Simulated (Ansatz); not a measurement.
in.yaml

```yaml
crystal:
  periodic: [false, false, false]
  atoms:
    - {symbol: C, position_ang: [0.000000, 0.000000, -1.986233]}
    - {symbol: Ga, position_ang: [0.000000, 0.000000, -0.068233]}
    - {symbol: Cl, position_ang: [0.000000, 0.000000, 2.054467]}
basis:
  gaussian: {orbitals: cc-pVDZ}
correlation: {method: fic_mrcisd_q, electrons: outside_noble_gas, active_space: {window: {electrons: 12, orbitals: 11}, shells: [{species: C, l: s, shell: 2}, {species: C, l: p, shell: 2}, {species: Cl, l: p, shell: 3}, {species: Ga, l: s, shell: 4}, {species: Ga, l: p, shell: 4}]}}
```

```sh
$ ansatz run in.yaml --threads 1 --pin off --events-out ev --progress --plain --max-ram 2393MiB
```

Roughly how long does this take on 1 thread of Intel Xeon Platinum 8488C, shared host, and how much host memory?

66 s wall and 0.98 GiB.

```
1139 factors; integrals over basis functions are off by at most 2.1e-7 eV
mean field evaluation 1: about -65862.0131 eV, gradient 1.4e1 eV
mean field evaluation 2: about -65862.0890 eV, gradient 1.4e1 eV
mean field evaluation 4: about -65862.8423 eV, gradient 1.5e0 eV
mean field evaluation 8: about -65862.8688 eV, gradient 3.8e-1 eV
mean field evaluation 16: about -65862.8730 eV, gradient 2.9e-6 eV
mean field evaluation 32: about -65836.9260 eV, gradient 4.3e1 eV
mean field evaluation 64: about -65862.8730 eV, gradient 2.5e-6 eV
mean field -65862.87302579 eV, -2420.4159402388 hartree, gradient 2.9e-6 eV, S^2 0.000000; 7 other end points of the search recorded, 0 dependent functions left out; unrestricted orbitals would lower it
reference -65862.87302579 eV, -2420.4159402388 hartree; 27, 27 occupied and 32, 32 virtual orbitals, 1139 factors
state -65865.85537784 eV, -2420.5255396552 hartree
contracted CI cycle   1: correlation 0.00000000 eV, 0.0000000000 hartree, residual 2.03e1 eV
contracted CI cycle   2: correlation -5.72867188 eV, -0.2105248085 hartree, residual 3.33e0 eV
contracted CI cycle   3: correlation -5.88793909 eV, -0.2163777704 hartree, residual 6.89e-1 eV
contracted CI cycle   4: correlation -5.89495835 eV, -0.2166357234 hartree, residual 1.75e-1 eV
contracted CI cycle   5: correlation -5.89537949 eV, -0.2166512001 hartree, residual 4.95e-2 eV
contracted CI cycle   6: correlation -5.89540971 eV, -0.2166523109 hartree, residual 1.35e-2 eV
contracted CI cycle   7: correlation -5.89541213 eV, -0.2166523998 hartree, residual 3.56e-3 eV
contracted CI cycle   8: correlation -5.89541231 eV, -0.2166524062 hartree, residual 9.94e-4 eV
contracted CI cycle   1: correlation 0.00000000 eV, 0.0000000000 hartree, residual 2.03e1 eV
contracted CI cycle   2: correlation -5.72867188 eV, -0.2105248085 hartree, residual 3.33e0 eV
contracted CI cycle   3: correlation -5.88793909 eV, -0.2163777704 hartree, residual 6.89e-1 eV
contracted CI cycle   4: correlation -5.89495835 eV, -0.2166357234 hartree, residual 1.75e-1 eV
contracted CI cycle   5: correlation -5.89537949 eV, -0.2166512001 hartree, residual 4.95e-2 eV
contracted CI cycle   6: correlation -5.89540971 eV, -0.2166523109 hartree, residual 1.35e-2 eV
contracted CI cycle   7: correlation -5.89541213 eV, -0.2166523998 hartree, residual 3.56e-3 eV
contracted CI cycle   8: correlation -5.89541231 eV, -0.2166524062 hartree, residual 9.94e-4 eV
state -65865.85537784 eV, -2420.5255396552 hartree; corrected -65872.29266638 eV, -2420.7621056460 hartree
Total energy: -65872.29266638 eV, -2420.7621056460 hartree
Checks for a lower state left out: starts, orbital_swaps
```

Natural occupations: 1.9965 1.9965 1.9862 1.9715 1.9128 0.9701 0.9701 0.0774 0.0533 0.0533 0.0122.
